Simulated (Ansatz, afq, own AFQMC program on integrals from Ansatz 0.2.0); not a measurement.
Two steps: Ansatz 0.2.0 writes the Fock matrix and Cholesky factors of the valence space, and afq projects on them the lowest state that overlaps trial and start.

```yaml
crystal:
  periodic: [false, false, false]
  atoms:
    - {symbol: B, position_ang: [0.000000, 0.000000, 1.317918]}
    - {symbol: B, position_ang: [0.000000, 0.000000, -3.814082]}
    - {symbol: H, position_ang: [0.000000, 0.000000, 2.496165]}
basis:
  gaussian: {orbitals: 6-31G}
magnetization: {spin_polarized: true, initial_magnetization: 3}
correlation: {method: ccsd_t, electrons: outside_noble_gas, hamiltonian_folder: ham}
```

```sh
$ ansatz run in.yaml --threads 1 --pin off --events-out ev --progress --plain --max-ram 16896MiB --backend cuda --devices 0, --max-vram 18GiB
```

Options of the walk:

```
--method phaseless --trial mp1 --walkers 10 --populations 1 --least-time 40 --time-step 0.0025 --steps-per-block 5 --equilibration-blocks 480 --max-blocks 1600 --target-error 0.00128 --factor-cut 1e-06 --start spin_pure --seed 1194 --taylor-order 4
```

Times are imaginary, in 1/Eh. The walk had a cap of 60 s.

Log:

```
orbitals 18  electrons 5 2  factors 88 of 284
reference energy -49.62081694 Eh
CCSD correlation -0.07426159 Eh in 15 cycles, weight of the determinant in the CISD state 0.9196
energy of the start -49.665851 Eh
 block  time / (1/Eh)  mean weight  energy / Eh
     1     0.013  0.9999  -49.666115
     2     0.025  1.0004  -49.666440
     3     0.037  0.9998  -49.666800
     4     0.050  0.9994  -49.667265
     5     0.062  1.0005  -49.667356
     7     0.088  1.0005  -49.667883
     9     0.112  1.0004  -49.668290
    37     0.463  0.9999  -49.674395
   109     1.363  0.9984  -49.680380
   181     2.263  0.9996  -49.690241
   253     3.163  1.0010  -49.688184
   325     4.062  1.0023  -49.692131
   397     4.963  1.0011  -49.690069
   469     5.863  1.0016  -49.697967
   541     6.763  1.0014  -49.692954
   613     7.662  1.0010  -49.692741
   685     8.562  1.0012  -49.686490
   757     9.463  1.0000  -49.687587
   829    10.363  1.0013  -49.686342
   865    10.812  1.0010  -49.679476
   901    11.262  1.0012  -49.685608
   973    12.163  1.0004  -49.683898
  1045    13.063  1.0017  -49.684773
  1117    13.963  0.9984  -49.689320
  1189    14.863  1.0004  -49.693432
  1261    15.762  1.0009  -49.686448
  1333    16.663  1.0000  -49.688429
  1405    17.562  0.9999  -49.688140
  1441    18.012  1.0018  -49.692473
blocks merged  error / Eh  count
     1  0.000149  971
     2  0.000209  485
     4  0.000293  242
     8  0.000402  121
    16  0.000546  60
    32  0.000736  30
    64  0.000952  15
energy -49.689301 +/- 0.000736 Eh
(rows thinned)
```

The time cap ended the run before it passed its tests.

Against this walk (error 20.0 meV) on the same determinant: CCSD(T) 174.8 meV lower, CCSDT(Q) 184.3 meV lower, CCSDTQ 185.1 meV lower, full CI 185.5 meV lower, a separate phaseless walk with a CISD trial and standard settings 179.9 ± 20.0 meV lower. The error is statistical and leaves out the bias of the constraint. Full CI is exact here, so the walk's 185 meV above it is the walk's own error: the bias of the constraint with this trial, or a walk that hasn't relaxed. It lies above even CCSD, by 157 meV.

Cautions: constraint bias not in the error; error not settled; lower spins were not checked; the CCSDTQ amplitudes may be one of several solutions (largest double 0.71); the sampling time fell short of the least asked; so few walkers bias the energy.

The walk took 60 s on 1 × NVIDIA H100 80GB HBM3 with 2 threads of AMD EPYC 7R13 Processor (Zen 3), on a shared host (the card was shared). The log's last line is the phaseless energy.

CCSDT and higher add their correlation energy to the determinant of the CCSD(T) run, since their own runs factorise the integrals more tightly (a shift of under 2 meV). A walk keeps the symmetry of its determinant, which the program's search chose and which needn't be the lowest solution, so a lower state of the same spin and another symmetry isn't excluded.
